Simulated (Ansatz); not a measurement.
Process, species as SMILES: P (PH3) + H+ → [PH4+]
B3LYP-D3(BJ)/def2-TZVP geometries, fixed; electronic energies without zero-point terms; positive where energy is released.
Largest species:
```
P
H 1 1.3979
H 1 1.3979 2 109.47
H 1 1.3979 2 109.47 3 -120.00
H 1 1.3979 2 109.47 4 -120.00
```
Charge +1, spin multiplicity 1.

The proton affinity at MP2 with Ansatz (a first-principles code), in kcal/mol, split into its Hartree-Fock and correlation parts. Cores are frozen. No added dispersion term, no relativity. Functions are those of the species that has most.

```tsv
basis	X	functions	Hartree-Fock	MP2
aug-cc-pV(D+d)Z	2	68	199.27	192.81
aug-cc-pV(T+d)Z	3	147	200.82	193.50
aug-cc-pV(Q+d)Z	4	273	201.15	193.73
```

Worked estimate of the basis-set limit from each neighbouring pair, with Hartree-Fock from the larger set and the correlation part extrapolated as X^-3.
Correlation parts: X = 2: -6.46, X = 3: -7.32, X = 4: -7.42.
- (2,3): (27·(-7.32) - 8·(-6.46))/19 = -7.68; with Hartree-Fock 200.82 the estimate is 193.14 kcal/mol.
- (3,4): (64·(-7.42) - 27·(-7.32))/37 = -7.49; with Hartree-Fock 201.15 the estimate is 193.66 kcal/mol.
The last two estimates differ by 0.52 kcal/mol; the largest set lies 0.07 from the last. Over the last step Hartree-Fock moves by 0.33 and the correlation part by -0.10.
